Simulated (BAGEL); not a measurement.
# HF/STO-3G (density fitting with qzvpp-jkfit) run of AlH3S (SMILES [AlH2][SH])

What is the energy change on altering one bond length of AlH3S at HF/STO-3G (density fitting with qzvpp-jkfit)? 

The results are computed with BAGEL 1.2.2.

9 further runs of the same task are left out: 9 set aside as unsound or not needed. Runs told in other sessions of the task aren't counted.

### Step 1. The system as given

AlH3S: 5 atoms, total charge 0, spin state singlet. As SMILES, `[AlH2][SH]`. The coordinates come from a PBE0-D4/def2-TZVP relaxation.

Bond lengths: Al1–S2 2.181 Å, Al1–H3 1.579 Å, Al1–H4 1.581 Å, S2–H5 1.344 Å. Angles: Al1–S2–H5 93.7°, S2–Al1–H3 116.5°, S2–Al1–H4 118.9°, H3–Al1–H4 124.6°.

### Step 2. The energy at HF/STO-3G (density fitting with qzvpp-jkfit)

The input, calc.json:

```json
{ "bagel" : [

{
  "title" : "molecule",
  "basis" : "sto-3g",
  "df_basis" : "qzvpp-jkfit",
  "angstrom" : true,
  "geometry" : [
    { "atom" : "Al", "xyz" : [   -0.616100,   -0.064200,   -0.181700 ] },
    { "atom" : "S", "xyz" : [    1.129100,   -0.343100,    1.096600 ] },
    { "atom" : "H", "xyz" : [   -1.981700,   -0.650100,    0.351100 ] },
    { "atom" : "H", "xyz" : [   -0.441100,    0.696000,   -1.556400 ] },
    { "atom" : "H", "xyz" : [    1.959700,    0.287800,    0.249000 ] }
  ]
},
{ "title" : "hf" },
{ "title" : "print", "file" : "orbitals.molden", "orbitals" : true }

]}
```

Run with:

```console
$ BAGEL_NUM_THREADS=1 BAGEL calc.json > calc.out
```

What it wrote:

```text
* using 1 threads per process

  ===============================================================
  ===============================================================

  *** Geometry ***

  { "atom" : "Al", "xyz" : [     -1.164260,     -0.121320,     -0.343363 ] },
  { "atom" : "S", "xyz" : [      2.133690,     -0.648365,      2.072274 ] },
  { "atom" : "H", "xyz" : [     -3.744870,     -1.228511,      0.663483 ] },
  { "atom" : "H", "xyz" : [     -0.833558,      1.315249,     -2.941170 ] },
  { "atom" : "H", "xyz" : [      3.703296,      0.543863,      0.470542 ] },

  Number of auxiliary basis functions:      310

  Since a DF basis is specified, we compute 2- and 3-index integrals:
    o Being stored without compression. Storage requirement is 0.001 GB

  Number of basis functions:       21
  Number of electrons      :       32

    * METHOD: MOLECULE                             0.07

  *** RHF ***

  === Nuclear Repulsion ===
    73.8148997315

      * DIIS with orbital gradients will be used.

  === RHF iteration (sto-3g) ===
      0       -633.89539065          0.01548617           0.01
      1       -633.94380616          0.00303624           0.01
      2       -633.94573174          0.00071500           0.01
      3       -633.94587648          0.00005935           0.00
      4       -633.94587777          0.00001790           0.01
      5       -633.94587791          0.00000275           0.01
      6       -633.94587791          0.00000035           0.01
      7       -633.94587791          0.00000009           0.01
      8       -633.94587791          0.00000001           0.00
      9       -633.94587791          0.00000000           0.00
    * SCF iteration converged.

    * Permanent dipole moment:
           (    0.292127,    -0.188030,     0.483273) a.u.

    * METHOD: HF                                   0.10

    * METHOD: PRINT                                0.00

  ===============================================================
```

Run time: 0.3 s. Hardware: 1 thread of Arm Neoverse V1, shared host.

### Step 3. The distorted shape at the same level

The input, job.json:

```json
{ "bagel": [

{
  "title": "molecule",
  "basis": "sto-3g",
  "df_basis": "qzvpp-jkfit",
  "angstrom": true,
  "geometry": [
    { "atom": "Al", "xyz": [    1.022579,    0.638862,   -0.821044 ] },
    { "atom": "S", "xyz": [    2.767779,    0.359962,    0.457256 ] },
    { "atom": "H", "xyz": [   -1.981700,   -0.650100,    0.351100 ] },
    { "atom": "H", "xyz": [    1.197579,    1.399062,   -2.195744 ] },
    { "atom": "H", "xyz": [    3.598379,    0.990862,   -0.390344 ] }
  ]
},
{ "title": "hf" },
{ "title": "print", "file": "orbitals.molden", "orbitals": true }

]}
```

Run with:

```console
$ BAGEL_NUM_THREADS=1 BAGEL job.json > job.out
```

What it wrote:

```text
* using 1 threads per process

  ===============================================================
  ===============================================================

  *** Geometry ***

  { "atom" : "Al", "xyz" : [      1.932394,      1.207274,     -1.551548 ] },
  { "atom" : "S", "xyz" : [      5.230344,      0.680230,      0.864089 ] },
  { "atom" : "H", "xyz" : [     -3.744870,     -1.228511,      0.663483 ] },
  { "atom" : "H", "xyz" : [      2.263096,      2.643844,     -4.149355 ] },
  { "atom" : "H", "xyz" : [      6.799951,      1.872458,     -0.737643 ] },

  Number of auxiliary basis functions:      310

  Since a DF basis is specified, we compute 2- and 3-index integrals:
    o Being stored without compression. Storage requirement is 0.001 GB

  Number of basis functions:       21
  Number of electrons      :       32

    * METHOD: MOLECULE                             0.06

  *** RHF ***

  === Nuclear Repulsion ===
    70.4330475124

      * DIIS with orbital gradients will be used.

  === RHF iteration (sto-3g) ===
      0       -633.43858101          0.01855038           0.01
      1       -633.23740640          0.02238719           0.00
      2       -633.56049274          0.01028652           0.00
      3       -633.60075274          0.00605559           0.00
      4       -633.61013224          0.00302330           0.00
      5       -633.61166251          0.00186835           0.00
      6       -633.61261931          0.00007932           0.00
      7       -633.61262040          0.00006761           0.00
      8       -633.61262152          0.00000252           0.00
      9       -633.61262152          0.00000081           0.00
     10       -633.61262152          0.00000021           0.00
     11       -633.61262152          0.00000005           0.00
     12       -633.61262152          0.00000001           0.01
    * SCF iteration converged.

    * Permanent dipole moment:
           (   -0.994254,    -0.683133,     0.876923) a.u.

    * METHOD: HF                                   0.12

    * METHOD: PRINT                                0.00

  ===============================================================
```

It took 0.32 s on 1 thread of Arm Neoverse V1, shared host.

### Step 4. What came out

At HF/STO-3G (density fitting with qzvpp-jkfit):

```
                                                          quantity          value
                                         first shape: total energy  -633.94588 Eh
                                        first shape: dipole moment         1.51 D
                                          first shape: HOMO energy       -6.67 eV
                                          first shape: LUMO energy        8.61 eV
                                        first shape: HOMO–LUMO gap       15.28 eV
                                     distorted shape: total energy  -633.61262 Eh
                                    distorted shape: dipole moment         3.79 D
                                      distorted shape: HOMO energy       -2.63 eV
                                      distorted shape: LUMO energy        2.99 eV
                                    distorted shape: HOMO–LUMO gap        5.62 eV
energy change with the Al1–H3 bond stretched from 1.579 to 3.473 Å       9.068 eV
```

One bond (distorted shape) is far stretched, which a spin-restricted single reference describes badly; a broken-symmetry solution may lie lower. With the Al1–H3 bond stretched from 1.579 to 3.473 Å the energy rises by 9.07 eV (209 kcal/mol). The first shape isn't relaxed at this level, so the change isn't measured from a minimum. A restricted reference can't describe the breaking bond well at this length. The minimal basis adds a large error of its own.
